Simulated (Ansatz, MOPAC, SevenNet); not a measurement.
# Equilibrium lattice constant a of rock-salt SnTe (cubic form, which distorts at low temperature): levels of theory against measurement

Reference value: 6.316 Å (measured, room temperature, not corrected to a static lattice; as tabulated in Maiti et al. (2022), arXiv:2109.01420).

Problem. What do MNDO semi-empirical Hartree-Fock (MOPAC), SevenNet-l3i5, LDA, PBE, PBE-D4, r²SCAN, r²SCAN-D4, PBE0, Hartree–Fock give, and how far is each from the reference?

Solution. 
```
level (code)                              value (Å)  difference (%)
----------------------------------------  ---------  --------------
MNDO semi-empirical Hartree-Fock (MOPAC)      5.304           -16.0
SevenNet-l3i5                                 6.412           +1.52
LDA (Ansatz)                                  6.235           -1.28
PBE (Ansatz)                                  6.410           +1.49
PBE-D4 (Ansatz)                               6.306           -0.16
r²SCAN (Ansatz)                               6.371           +0.87
r²SCAN-D4 (Ansatz)                            6.341           +0.40
PBE0 (Ansatz)                                 6.366           +0.79
Hartree–Fock (Ansatz)                         6.665           +5.53
```

The reference is not for a static lattice or low temperature, so close values are not ranked against it. Off by more than 1.25 %, or 1.75 % on the side where a correction would as a rule narrow the miss (bounds picked here): MNDO semi-empirical Hartree-Fock (MOPAC) (-16.0 %), Hartree–Fock (+5.53 %), SevenNet-l3i5 (+1.52 %), PBE (+1.49 %).

The reference isn't brought to a static lattice, while the calculations are for one, so the differences are not the levels' errors alone. A static lattice is as a rule a little smaller than the measured one.  MNDO semi-empirical Hartree-Fock (MOPAC): the cell moved over 20 % in volume from its start. MNDO semi-empirical Hartree-Fock (MOPAC): the method was fitted mainly to molecules. MNDO semi-empirical Hartree-Fock (MOPAC): the run uses a supercell at the zone centre in place of a k mesh. LDA, PBE, PBE-D4, r²SCAN, r²SCAN-D4, PBE0, Hartree–Fock: symmetry holds this phase in the static calculation, where it need not be a minimum. PBE-D4: a distance lies near a switch of the dispersion term, which can move the cell. Hartree–Fock: the cell is over a tenth larger than the published one: the level's own overestimate first of all, though another phase or state, or a fault of the published cell, is possible. Cutoffs and k meshes differ between the levels. Ansatz's density-functional and Hartree–Fock values are scalar-relativistic unless marked +SOC, with PAW data made under PBE.

Machine-learned potentials (SevenNet-l3i5) are trained on DFT data: a solid inside that data is no test of them.

Differences are worked out from the printed values.

Ansatz is a quantum-chemistry and plane-wave program.
